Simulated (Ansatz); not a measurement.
The cluster Li3H3⁻. Charge -1, multiplicity 2. Geometry PBE-D4/def2-TZVPD; atoms count from 1.

```xyz
6

Li   -0.624    0.680   -0.166
Li   -0.605   -1.373    1.228
Li    1.679    0.188   -0.952
H     0.509    1.468   -1.235
H    -1.751   -0.078    0.930
H     0.791   -0.885    0.194
```

The highest occupied level of the charge -1 doublet lies above zero (up to 0.88 eV). It is a level of α spin, whose loss leaves a singlet; that state wasn't run at this geometry and level. The electron is either unbound and held by the finite basis, or the level is raised by self-interaction error. The geometry of the doublet was relaxed on an unsound state (an occupied level 0.02 eV above an empty one). Another isomer (doublet) lies 0.05 eV lower at PBE0-D4/def2-TZVPD; other spin states weren't run for this one.

**Question.** Estimate the Mulliken populations from the PBE0/def2-TZVPD orbitals of Ansatz.

**Answer.** 
```
atom  charge (e)  spin (α − β)
 Li1        0.47          0.33
 Li2        0.36          0.33
 Li3        0.36          0.33
  H4       -0.72          0.00
  H5       -0.72          0.00
  H6       -0.75          0.02
```
Mulliken values and Mayer orders depend strongly on the basis. With diffuse functions, as here, like atoms can get unlike values, and bond orders can come out too low or too high.

**Question.** Where does the spin sit?

**Answer.** Summed by element: Li 0.99, H 0.01, of 1 unpaired in all. Largest on single atoms: Li3 0.33, Li2 0.33, Li1 0.33.
